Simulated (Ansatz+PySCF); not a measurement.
**singlet H₂OF(-) in separate pieces: levels of theory in one basis**

```xyz
4

F     0.0000    0.0000    0.0000
O    10.0000    0.0000   -0.1197
H    10.0000    0.7542    0.4787
H    10.0000   -0.7542    0.4787
```

Basis set: STO-3G (spherical functions). Left uncorrelated: 2 orbitals. Charge -1, multiplicity 1.

Computed with Ansatz (development build ahead of 0.2.0); each method stands on the lowest determinant of its kind that the runs found.

```csv
method,E − E(RHF) (eV),<S²> of the determinant
RHF,0.00,0.00
RHF-CCSD,-1.37,–
RHF-CCSD(T),-1.37,–
full CI (lowest root of this spin),-1.37,–
```

(1) What does RHF-MP2 give on the same scale?

(2) Is a single determinant a sound starting point here?

## Answers

(1) -0.98 eV.

(2) By this sign, yes. Unrestricted orbitals gain 0.00 eV and <S²> is 0.00 against 0.00 for a pure state.

Caution: no diffuse functions for an anion.
